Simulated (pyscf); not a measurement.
Optimised with ωB97X-D3(BJ)/def2-SVP in PySCF. MP2 and CC: frozen core, UHF for open shells. ΔMP2 is the change of the MP2 total energy from the triple- to the quadruple-zeta basis.

Problem. What are the homolytic bond dissociation enthalpies (298 K) of H₃Si–NH–SiH₃ at CCSD(T)/def2-TZVPP + ΔMP2(QZVPP), weakest first?

Solution. H–Si to •H₂Si–NH–SiH₃ + H•: 91.2 kcal/mol; N–Si to SiH₃• + •HN–SiH₃: 108.3 kcal/mol; H–N to H₃Si–N•–SiH₃ + H•: 110.7 kcal/mol. Ring and multiple bonds, and those that leave no two simple radicals, are not listed. •HN–SiH₃ lies 20.8 kcal/mol over its isomer H₂N–SiH₂•, and others may lie lower still (electronic energy, ωB97M-D3(BJ)). H₃Si–N•–SiH₃ lies 19.5 kcal/mol over its isomer •H₂Si–NH–SiH₃, and others may lie lower still (electronic energy, ωB97M-D3(BJ)). Other isomers of •H₂Si–NH–SiH₃ were not searched in full and may lie lower. The CCSD(T) − MP2 part came from Ansatz, without density fitting, on the same reference.
